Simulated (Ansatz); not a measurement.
Process, species as SMILES: [O]O (O-OH) → [O-]O (an electron is taken up)
B3LYP-D3(BJ)/def2-TZVP geometries, fixed; electronic energies without zero-point terms; positive where energy is released.

How fast the adiabatic electron affinity converges with the basis for several methods (Ansatz, an electronic-structure program): deviation from each method's own reference, in eV. References: B2PLYP 0.986 eV, the value in aug-pcseg-3; MP2 1.342 eV, Hartree-Fock in aug-cc-pVQZ plus the correlation part extrapolated as X^-3 from aug-cc-pVTZ and aug-cc-pVQZ; PBE 0.904 eV, the value in aug-pcseg-3; PBE0 0.693 eV, the value in aug-pcseg-3. Cartesian d functions, on some or all atoms, in 6-31G*, 6-31G**; all else is spherical. In correlated methods cores are frozen. Open shells are unrestricted. No added dispersion term, no relativity. 

| basis | functions | B2PLYP | MP2 | PBE | PBE0 |
|---|---|---|---|---|---|
| pcseg-0 | 20 | -1.129 | ? | -1.241 | -0.749 |
| 6-31G* | 32 | -1.386 | ? | -1.506 | -1.168 |
| cc-pVDZ | 33 | -1.523 | ? | -1.607 | -1.254 |
| 6-31G** | 35 | -1.370 | ? | -1.493 | -1.158 |
| 6-311+G** | 50 | -0.092 | ? | -0.022 | 0.040 |
| aug-pcseg-1 | 55 | 0.065 | ? | 0.074 | 0.124 |
| 6-311++G(2d,2p) | 64 | -0.065 | ? | -0.058 | -0.003 |
| def2-TZVP | 68 | -0.461 | ? | -0.514 | -0.365 |
| pcseg-2 | 74 | -0.239 | ? | -0.287 | -0.174 |
| aug-pcseg-2 | 115 | 0.005 | ? | 0.009 | 0.018 |
| aug-cc-pVTZ | 115 | 0.007 | ? | -0.008 | 0.011 |
| aug-pcseg-3 | 219 | 0.000 | ? | 0.000 | 0.000 |

Task: Complete the blanks.

Result: 
- pcseg-0, MP2: -1.525
- 6-31G*, MP2: -1.607
- cc-pVDZ, MP2: -1.805
- 6-31G**, MP2: -1.576
- 6-311+G**, MP2: -0.429
- aug-pcseg-1, MP2: -0.109
- 6-311++G(2d,2p), MP2: -0.248
- def2-TZVP, MP2: -0.613
- pcseg-2, MP2: -0.371
- aug-pcseg-2, MP2: -0.109
- aug-cc-pVTZ, MP2: -0.082
- aug-pcseg-3, MP2: -0.079

Mean absolute deviation over 6-311+G**, 6-311++G(2d,2p), def2-TZVP, pcseg-2, aug-pcseg-2, aug-cc-pVTZ: PBE0 0.102, B2PLYP 0.145, PBE 0.150, MP2 0.309 eV.
